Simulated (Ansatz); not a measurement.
We consider corundum (α-Al2O3), described by BLYP in Ansatz (PAW).

Run with plane-wave cutoff 520 eV, 8×8×8 k mesh, Fermi–Dirac smearing 0.01 eV, scalar-relativistic PAW data made under PBE.

The cell is scaled about its equilibrium volume:

Shape and atoms are relaxed at each volume.

```
V (Å³/atom)  P (GPa)  direct gap at Γ (eV)   c (Å)  a (Å)
-----------  -------  --------------------  ------  -----
8.548           9.86                 6.396  13.013  4.770
8.726           4.68                 6.138  13.108  4.802
8.904           0.00                 5.892  13.203  4.833
9.082          -4.24                 5.654  13.297  4.864
9.261          -8.07                 5.422  13.390  4.895
```

A straight line through the gaps at Γ against ln V gives a volume deformation potential dE_g(Γ)/d ln V of -12.2 eV: the gap at Γ widens under compression.

Note: the bulk modulus comes from volumes at which shape and atoms were relaxed.

Ansatz is an electronic-structure program.
